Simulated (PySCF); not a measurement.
Molecule: SMILES CC(C)F, C3H7F.

Structure with atom numbers: `[CH3:1][CH:2]([CH3:3])[F:4]`. Hydrogens are named by the atom that carries them.

Geometry PBE0-D3(BJ)/def2-SVP throughout; GIAO in PySCF, gas phase, one conformer, non-relativistic; equivalent atoms averaged; basis pcSseg-2.

Q: How do the absolute shieldings σ depend on the functional? (ppm; last column core-seconds on shared hosts with different chips, so compare them loosely; the GGAs took longer than the global hybrids here, which isn't the general rule, and the cause wasn't traced)

A: 
```csv
functional,kind,C2,C1/C3,F4,H(C2),H(C1)/H(C3),core-s
HF,Hartree–Fock,111.0,167.5,402.8,27.44,30.43,15
LDA,LDA,84.3,155.2,347.8,25.73,29.58,33
PBE,GGA,85.6,154.2,347.7,26.28,29.98,41
BLYP,GGA,79.9,149.2,345.9,26.50,30.14,42
BP86,GGA,85.6,153.9,350.3,26.35,30.03,46
OPBE,GGA,93.9,160.2,356.0,26.35,30.03,44
KT2,GGA,91.3,157.7,345.8,26.30,29.99,45
KT3,GGA,90.9,156.8,349.1,26.55,30.15,43
B97-D,GGA,86.6,153.9,354.5,26.55,30.16,45
B3LYP,global hybrid,87.2,153.8,360.6,26.68,30.15,31
PBE0,global hybrid,94.1,159.3,365.5,26.56,30.05,31
mPW1PW91,global hybrid,93.5,158.8,366.9,26.63,30.09,31
WP04,global hybrid,78.1,147.2,368.0,27.07,30.38,26
B97-2,global hybrid,93.9,158.8,366.5,26.69,30.15,26
BHandHLYP,global hybrid,96.6,159.4,378.1,26.94,30.20,26
CAM-B3LYP,range-separated hybrid,91.2,157.2,367.8,26.66,30.08,36
wB97X-D,range-separated hybrid,94.6,159.4,370.4,26.74,30.14,34
LC-wPBE,range-separated hybrid,98.2,163.4,377.9,26.70,30.09,48
```

Q: Which nucleus moves most, in ppm?

A: F4 (fluorine on an sp3 carbon): from 345.8 ppm with KT2 to 402.8 ppm with HF. The smallest spread is 0.85 ppm, at H(C1)/H(C3). Proton shifts span only some 12 ppm, so a few tenths of a ppm matter as much there as several ppm in carbon.
